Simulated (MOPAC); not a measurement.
MOPAC input (PM6):

```
PM6 1SCF GEO-OK AUX(PRECISION=9) THREADS=1
C4H4S

S    -0.00745418 1    0.00930076 1    1.18886061 1
C    -0.00314603 1    1.23475990 1   -0.01554078 1
C     0.00321953 1   -1.23485160 1    0.00381953 1
C     0.00610781 1    0.70120956 1   -1.27203811 1
C     0.00977370 1   -0.72102529 1   -1.26088861 1
H    -0.00764255 1    2.27441778 1    0.26701165 1
H     0.00407084 1   -2.26996127 1    0.30263693 1
H     0.01016329 1    1.29868792 1   -2.17207880 1
H     0.01694535 1   -1.33251200 1   -2.15145173 1
```

What heat of formation does the run end on, and which ionisation energy by Koopmans theorem?

31.46 kcal/mol; 9.08 eV.
